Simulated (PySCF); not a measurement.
AlO₂⁻, singlet: computed properties

Method: PySCF, PBE, basis Al def2-TZVPD, O def2-TZVPD (no relativity, density fitting).

The structure is a minimum.

```xyz
3
charge -1 multiplicity 1, angstrom
Al    0.0000    0.0000    0.0000
O     0.0000    0.0000    1.6526
O     0.0000    0.0000   -1.6526
```

```json
{"Point group": "D∞h", "Bond lengths": "Al–O 1.653 Å (×2)", "Bond angles": "O–Al–O 180.0°", "Lowest empty level": "2.26 eV", "Rotational symmetry number": "2", "Rotational constants": "0.1929 cm⁻¹", "Entropy at 298.15 K and 1 bar": "236.3 J/(mol K)", "Principal polarisabilities": "53.4, 53.4, 67.0 bohr³", "Enthalpy at 298.15 K above 0 K": "11.56 kJ/mol", "Dipole moment about the centre of mass": "0.00 D", "Principal quadrupole moments (Buckingham, traceless) about the centre of mass": "-23.69, 11.85, 11.85 D Å", "Zero-point energy": "14.1 kJ/mol", "Highest occupied level": "-0.58 eV", "Heat capacity Cp at 298.15 K": "48.1 J/(mol K)"}
```

Harmonic modes (masses in u: Al 26.982, O 15.995):
| symmetry | ω (cm⁻¹) | IR (km/mol, summed over degenerate members) | type |
| --- | --- | --- | --- |
| πu | 246 | 131 | bend |
| σg+ | 763 | 0.0 | stretch |
| σu+ | 1096 | 154 | stretch |

In D∞h the vibrations span πu + σg+ + σu+. The σg+ mode carries no infrared intensity, as symmetry demands. With a centre of inversion only u modes can be infrared active and only g modes Raman active.

Charges (e); Mulliken and Löwdin values are unreliable with diffuse functions:
```tsv
atom	Mulliken	Löwdin	polar tensor	Mayer order to Al1
Al1	0.17	0.19	0.71	–
O2,3	-0.58	-0.60	-0.86	1.80
```

Mulliken populations on Al1: s 5.07, p 7.30, d 0.38, f 0.09.

Outer orbital energies (eV). occupied: -15.79, -15.47, -2.72, -1.40, -1.13, -1.13, -0.58, -0.58; empty: 2.26, 4.56, 4.66, 4.66.

Counting electrons, aluminium keeps none of its valence electrons outside its bonds, so the VSEPR class is AX2 and the expected shape is linear (D∞h), as computed.

Other isomers or separated fragments may lie lower. The lowest empty level of this anion is unbound, so it and the gap depend on the basis.

The final relaxation and frequency run took about 25 core-seconds on a shared host.
